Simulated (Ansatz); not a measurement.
Geometry optimisation, RKS PBE0-D4/def2-SVP in Ansatz 0.2.0.

The input (input.yaml):

```yaml
crystal:
  periodic: [false, false, false]
  atoms:
    - { symbol: Al, position_ang: [0.073798, -0.537995, -0.352693] }
    - { symbol: Cl, position_ang: [-0.019418, 0.275039, 2.972578] }
    - { symbol: H, position_ang: [1.423035, 0.249587, -0.618833] }
    - { symbol: H, position_ang: [-1.328726, -0.012154, -0.874302] }
    - { symbol: P, position_ang: [0.191032, -2.577548, 0.696218] }
    - { symbol: H, position_ang: [-0.689986, -3.350613, -0.116712] }
    - { symbol: H, position_ang: [1.420576, -3.061238, 0.165628] }
    - { symbol: H, position_ang: [-0.101311, -1.046078, 2.800016] }
basis:
  gaussian: { orbitals: def2-SVP }
hamiltonian:
  xc: pbe0
  dispersion: d4
relax:
  f_tol: 0.03
  max_steps: 50
```

Command:

```bash
$ ansatz run input.yaml --threads 1 --pin off --max-ram 2048MiB --backend cpu --events-out ev --progress --plain --runs-dir out
```

Task: Where does it end, and by what steps?

Result: The run converged. After 8 steps the energy has fallen by 0.196 eV; Cl2 moved furthest, 0.56 Å. Joined: Al1–Cl2 (3.42 → 2.63 Å).

```json
{"step": "0", "energy less start (eV)": "0.0000", "largest force component (eV/Å)": "0.999", "accepted": "yes"}
{"step": "1", "energy less start (eV)": "-0.0731", "largest force component (eV/Å)": "0.638", "accepted": "yes"}
{"step": "2", "energy less start (eV)": "-0.1165", "largest force component (eV/Å)": "0.690", "accepted": "yes"}
{"step": "3", "energy less start (eV)": "-0.1707", "largest force component (eV/Å)": "0.807", "accepted": "yes"}
{"step": "4", "energy less start (eV)": "-0.1831", "largest force component (eV/Å)": "0.509", "accepted": "yes"}
{"step": "5", "energy less start (eV)": "-0.1596", "largest force component (eV/Å)": "0.291", "accepted": "no"}
{"step": "6", "energy less start (eV)": "-0.1909", "largest force component (eV/Å)": "0.203", "accepted": "yes"}
{"step": "7", "energy less start (eV)": "-0.1953", "largest force component (eV/Å)": "0.059", "accepted": "yes"}
{"step": "8", "energy less start (eV)": "-0.1961", "largest force component (eV/Å)": "0.007", "accepted": "yes"}
```

```xyz
8
Properties=species:S:1:pos:R:3
Al 0.089 -0.444 -0.107
Cl -0.129 0.233 2.428
H 1.450 0.294 -0.460
H -1.331 0.039 -0.629
P 0.226 -2.639 0.781
H -0.709 -3.338 -0.032
H 1.411 -3.124 0.161
H -0.038 -1.082 2.530
```

Whether the end is a true minimum wasn't checked by a vibrational analysis.

Time of the run: 26 s on 1 thread of Arm Neoverse V2 (shared host), peak memory 0.15 GiB.
